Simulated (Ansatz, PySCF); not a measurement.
Process, species as SMILES: N#CC(F)(F)F + H+ → [NH+]#CC(F)(F)F
Structures are relaxed separately at B3LYP-D3(BJ)/def2-TZVP in Ansatz (a first-principles code).

Wanted: proton affinity (enthalpy at 298 K, with B3LYP-D3(BJ) rigid-rotor harmonic-oscillator terms from PySCF), positive where the reaction releases energy, in eV. Cores are frozen in the correlated levels unless marked. Spin-orbit coupling is left out. No relativistic terms. CBS marks a two-point X^-3 extrapolation of the correlation energy; Hartree-Fock from the larger set. The bracket is a focal-point correction in the basis named.

| level | program | proton affinity (eV) |
|---|---|---|
| HF/def2-TZVPD | PySCF | 7.19 |
| HF-D4/def2-TZVPD | PySCF + dftd4 | 7.18 |
| BLYP-D4/def2-TZVPD | Ansatz + dftd4 | 7.02 |
| revPBE-D4/def2-TZVPD | Ansatz + dftd4 | 7.15 |
| r2SCAN-D4/def2-TZVPD | Ansatz + dftd4 | 7.10 |
| PBE0/6-31G* | Ansatz | 7.15 |
| PBE0-D4/def2-TZVP | Ansatz + dftd4 | 7.12 |
| BHLYP-D3(BJ)/def2-TZVPD | Ansatz + dftd3 | 7.09 |
| HSE06-D3(BJ)/def2-TZVPD | Ansatz + dftd3 | 7.12 |
| HSE06-D4/def2-TZVPD | Ansatz + dftd4 | 7.12 |
| B2PLYP/def2-TZVPD | Ansatz | 6.97 |
| MP2/6-31G | Ansatz | 6.63 |
| CCSD/6-31G* | Ansatz | 7.00 |
| CCSD(T)/STO-3G | Ansatz | 8.77 |
| RI-MP2/CBS(cc-pVTZ,cc-pVQZ)+[CCSD(T)-MP2]/cc-pVTZ | Ansatz | 7.02 |
